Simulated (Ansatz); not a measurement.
Geometry optimisation, UKS B3LYP/def2-SVP in Ansatz.

input.yaml

```yaml
crystal:
  periodic: [false, false, false]
  atoms:
    - { symbol: Al, position_ang: [-1.473267, 0.37067, -0.357753] }
    - { symbol: S, position_ang: [1.699881, 0.569754, 1.232934] }
    - { symbol: "N", position_ang: [-0.462479, -0.511402, -1.307515] }
    - { symbol: H, position_ang: [1.352856, 0.043642, 0.024092] }
    - { symbol: H, position_ang: [-2.3, 1.187092, 0.683131] }
    - { symbol: H, position_ang: [1.433818, -0.602932, 1.854642] }
    - { symbol: H, position_ang: [-0.250709, -1.056724, -2.129531] }
magnetization:
  spin_polarized: true
basis:
  gaussian: { orbitals: def2-SVP }
hamiltonian:
  xc: b3lyp
relax:
  f_tol: 0.03
  max_steps: 50
```

Run as:

```bash
$ ansatz run input.yaml --threads 2 --pin off --max-ram 3072MiB --backend cpu --events-out ev --progress --plain --runs-dir out
```

Where does it end, and by what steps?

It converged. The force dipped under the threshold on the way, but the program's further checks kept it going. After 23 steps the energy has fallen by 3.576 eV; H4 moved furthest, 2.01 Å. Parted: S2–H4. Joined: Al1–S2, N3–H4.

| step | energy less start (eV) | largest force component (eV/Å) | accepted |
| --- | --- | --- | --- |
| 0 | 0.0000 | 0.143 | yes |
| 1 | -0.0589 | 0.350 | yes |
| 2 | -0.1293 | 0.832 | yes |
| 3 | -0.2940 | 1.252 | yes |
| 4 | -0.7534 | 2.174 | yes |
| 5 | -1.6083 | 2.846 | yes |
| 6 | -2.4213 | 1.980 | yes |
| 7 | -2.6543 | 3.552 | yes |
| 8 | -3.1321 | 0.757 | yes |
| 9 | -3.3034 | 0.488 | yes |
| 10 | -3.3793 | 0.369 | yes |
| 11 | -3.3507 | 1.567 | no |
| 12 | -3.4040 | 0.462 | yes |
| 13 | -3.4231 | 0.196 | yes |
| 14 | -3.4361 | 0.218 | yes |
| 15 | -3.4438 | 0.677 | yes |
| 16 | -3.4950 | 0.289 | yes |
| 17 | -3.5361 | 0.211 | yes |
| 18 | -3.5522 | 0.431 | yes |
| 19 | -3.5733 | 0.026 | yes |
| 20 | -3.5579 | 0.588 | no |
| 21 | -3.5754 | 0.044 | yes |
| 22 | -3.5764 | 0.037 | yes |
| 23 | -3.5764 | 0.030 | yes |

```xyz
7
Properties=species:S:1:pos:R:3
Al -0.331 0.124 0.266
S 1.397 0.282 1.622
N -0.030 -0.401 -1.400
H 0.872 -0.643 -1.799
H -1.797 0.463 0.743
H 0.644 0.680 2.674
H -0.755 -0.504 -2.105
```

Whether the end is a true minimum wasn't checked by a vibrational analysis.

Time of the run: 39 s on 2 threads of Intel(R) Xeon(R) Platinum 8488C (Sapphire Rapids) (shared host), peak memory 0.19 GiB.
